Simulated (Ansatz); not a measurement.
PH₂⁺, singlet: bend scan

Starting geometry (PBE0/def2-TZVP stationary point for this spin, not checked as a minimum):

```xyz
3

P     0.0000   -0.0608    0.0000
H     0.0000    0.9346   -1.0256
H     0.0000    0.9346    1.0256
```

From there the angle named below is changed in its plane at fixed bond lengths, both arms turning rigidly about the middle atom; atoms are numbered as listed. Energies are in kcal/mol, counted from the starting geometry at the same level.

Basis cc-pVDZ; Ansatz 0.2.0. Correlated methods freeze the noble-gas cores. R marks a restricted (for open shells ROHF) determinant.

The determinant at some points fills πx and πy unequally, so it is a mixture of Σ and Δ, which weighs on every level built on one determinant.

Full CI is exact within this basis and frozen core; it isn't the basis-set limit.

| angle H2-P1-H3 (°) | RCCSD |
| --- | --- |
| 71.9 | 7.5 |
| 89.1 | 0.2 |
| 91.7 | 0.0 |
| 103.7 | 1.9 |
| 120.2 | 11.7 |
| 138.5 | 30.5 |
| 157.8 | 54.7 |
| 180.0 | 70.8 |

Question: Estimate the full CI curve in cc-pVDZ from this one, knowing how RCCSD errs.

Answer: The computed full CI values, in kcal/mol from the starting point, and the error of RCCSD against them:
```csv
angle H2-P1-H3 (°),full CI,RCCSD less full CI
71.9,7.4,0.2
89.1,0.2,0.0
91.7,0.0,0.0
103.7,1.9,0.0
120.2,11.5,0.2
138.5,29.8,0.7
157.8,52.3,2.4
180.0,64.2,6.6
```

Full CI's occupations show more than one leading determinant at 157.8, 180.0.

The error spans 6.6 kcal/mol and is largest, 6.6 kcal/mol, at 180.0 °.
